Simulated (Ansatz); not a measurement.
# OSi2: the cost of one run

Program: Ansatz 0.2.0, Gaussian basis. Level of theory: def2-QZVPP, core rule «outside noble gas», up to 11 orbitals frozen. These are calculated values, not measurements.

Plan: UHF; ROHF; CCSD(T) on UHF.

2 further runs of the same task are left out: 2 set aside as unsound or not needed.

## (1) The geometry

The geometry is a PBE0/def2-TZVP stationary point (not a proven minimum).

3 atoms, charge 0, spin multiplicity 3.

Atoms are counted from 1 here; the program's logs count them from 0.

Bond lengths: Si1–O2 1.638 Å, O2–Si3 1.638 Å. Angles: Si1–O2–Si3 180.0°.

## (2) UHF

in.yaml reads:

```yaml
crystal:
  periodic: [false, false, false]
  atoms:
    - {symbol: Si, position_ang: [0.000000, 0.000000, 1.638100]}
    - {symbol: O, position_ang: [0.000000, 0.000000, 0.000000]}
    - {symbol: Si, position_ang: [0.000000, 0.000000, -1.638100]}
basis:
  gaussian: {orbitals: "def2-QZVPP.json"}
magnetization: {spin_polarized: true, initial_magnetization: 2}
hamiltonian: {xc: hf}
output: {orbitals: {seedname: orbitals}}
```

Launch:

```sh
$ ansatz run in.yaml --threads 1 --pin off --events-out ev --progress --plain --max-ram 2393MiB
```

Q: Estimate wall time and peak memory on 1 thread of Arm Neoverse V1, shared host.

About 40 s, with a peak of 0.56 GiB.
